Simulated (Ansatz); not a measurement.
**SiH2 (singlet): wave-function methods side by side, 6-31G***

Aim: climb from Hartree-Fock through coupled cluster and multireference methods for SiH2 (singlet) at one geometry and basis, and see what each rung misses.

Program: Ansatz 0.2.0, Gaussian basis. Level of theory: 6-31G*, core rule «outside noble gas», up to 5 orbitals frozen. These are calculated values, not measurements.

To be run: UHF; CCSD(T) on RHF; CCSD(T) on UHF; BCCD(T) on RHF; CISD; CCSDT(Q) on RHF; CCSDT(Q) on UHF; CISDTQ; CCSDTQ on RHF; CCSDTQ on UHF; CASSCF and MRCISD+Q, 6 electrons in 6 orbitals; CASSCF and NEVPT2, 6 electrons in 6 orbitals; Full CI.

49 further runs of the same task are left out: 49 set aside as unsound or not needed.

### 1 The system

The geometry is an MP2(full)/6-31G* stationary point (not a proven minimum).

3 atoms, charge 0, spin multiplicity 1.

Atoms are counted from 1 here; the program's logs count them from 0.

Bond lengths: Si1–H2 1.519 Å, Si1–H3 1.519 Å. Angles: H2–Si1–H3 92.5°.

### 2 UHF

Input file in.yaml:

```yaml
crystal:
  periodic: [false, false, false]
  atoms:
    - {symbol: Si, position_ang: [0.000000, 0.000000, 0.070330]}
    - {symbol: H, position_ang: [0.000000, 1.096938, -0.979847]}
    - {symbol: H, position_ang: [0.000000, -1.096938, -0.979847]}
basis:
  gaussian: {orbitals: "6-31G*"}
magnetization: {spin_polarized: true, initial_magnetization: 0}
hamiltonian: {xc: hf}
output: {orbitals: {seedname: orbitals}}
```

Command:

```
> ansatz run in.yaml --threads 1 --pin off --events-out ev --progress --plain --max-ram 2764MiB --backend cpu
```

The runs that follow: CCSD(T) on RHF; CCSD(T) on UHF; BCCD(T) on RHF; CISD; CCSDT(Q) on RHF; CCSDT(Q) on UHF; CISDTQ; CCSDTQ on RHF; CCSDTQ on UHF; CASSCF and MRCISD+Q, 6 electrons in 6 orbitals; CASSCF and NEVPT2, 6 electrons in 6 orbitals; Full CI.

**Question.** What will the summary of the whole plan be? Wanted: FCI below the RHF energy; RMP2 from FCI; RCCSD from FCI; RCCSD(T) from FCI; RCCSDT(Q) from FCI; NEVPT2 valence from FCI; MRCISD+Q valence from FCI; T1 diagnostic; effectively unpaired electrons.

**Answer**, as computed:

| quantity | value |
| --- | --- |
| FCI below the RHF energy | -2.5713 eV |
| RMP2 from FCI | +736.1 meV |
| RCCSD from FCI | +64.6 meV |
| RCCSD(T) from FCI | +16.6 meV |
| RCCSDT(Q) from FCI | +0.6 meV |
| NEVPT2 valence from FCI | +416.0 meV |
| MRCISD+Q valence from FCI | +33.6 meV |
| levels within 1 kcal/mol (43 meV) | RCCSD(T), BCCD(T), RCCSDT, CISDTQ, RCCSDT(Q), RCCSDTQ, MRCISD+Q valence |
| T1 diagnostic | 0.015 |
| effectively unpaired electrons | 0.07 |

**Reading.** RCCSD(T) misses by +16.6 meV, 0.6 % of the correlation energy. One determinant dominates. Of the multireference levels listed MRCISD+Q valence comes nearest in total energy (+33.6 meV), which doesn't show that its space is the better one. These misses are within one basis, not against nature.
